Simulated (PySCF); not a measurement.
B(Cl)3 anion (BCl₃), SMILES ClB(Cl)Cl (connectivity only; charge and spin as stated), charge -1, multiplicity 2.

Coordinates come from a B3LYP-D3(BJ)/def2-SVPD optimisation. The multiplicity is an assumed one; other spin states were not compared. The isomer is the one that the SMILES or the coordinates give; other isomers of the formula were not compared.

All values below come from ωB97X/def2-TZVPD in PySCF.

The molecule is in vacuum.

| Item | Result |
|---|---|
| total energy | -1405.62838 hartree |
| point group | C3v |
| α spin, highest occupied and lowest empty level | -2.09 and 4.63 eV |
| β spin, highest occupied and lowest empty level | -5.96 and 4.66 eV |
| dipole moment about the centre of nuclear charge | 0.61 D |
| mean static polarisability | 75.7 bohr³ (11.22 Å³) |
| polarisability, principal values | 66.2, 80.4, 80.4 bohr³ |
| ⟨S²⟩ | 0.754 (pure state 0.75) |
